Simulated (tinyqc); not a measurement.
Worked calculation: Hueckel theory of the pi electrons, for the molecule c1c[cH+]1 (SMILES; centres numbered as the heavy atoms are written). One step of it, computed by the program tinyqc.

Question. Energy, charges, bond orders. E = sum n x; q_r = z_r - P_rr; bond order p = P_rs; free valence = sqrt(3) - sum of p over the bonds of the atom.

x values: 2.000000  -1.000000  -1.000000

occupations: 2.000000  0.000000  0.000000

charge and bond-order matrix P, lower triangle:
```
          1C        2C        3C
1C  0.666667
2C  0.666667  0.666667
3C  0.666667  0.666667  0.666667
```

Centres:
```
centre  z_r, pi electrons of the neutral centre         h
1C                                            1  0.000000
2C                                            1  0.000000
3C                                            1  0.000000
```

Bonds:
```
i  j  k
1  2  1
2  3  1
3  1  1
```

Give: pi energy = 2 alpha + this times beta; pi charges; Bond orders and lengths from R = 1.517 - 0.180 p; free valence of the carbons; gap between the highest filled and the next level.

Answer.

pi energy = 2 alpha + this times beta = 4.0000

pi charges: 1C 0.3333, 2C 0.3333, 3C 0.3333

Bond orders and lengths from R = 1.517 - 0.180 p (angstrom, C-C alone):
```
bond       p       R
1-2   0.6667  1.3970
2-3   0.6667  1.3970
3-1   0.6667  1.3970
```

free valence of the carbons: 1C 0.3987, 2C 0.3987, 3C 0.3987

gap between the highest filled and the next level = 3.0000 |beta|
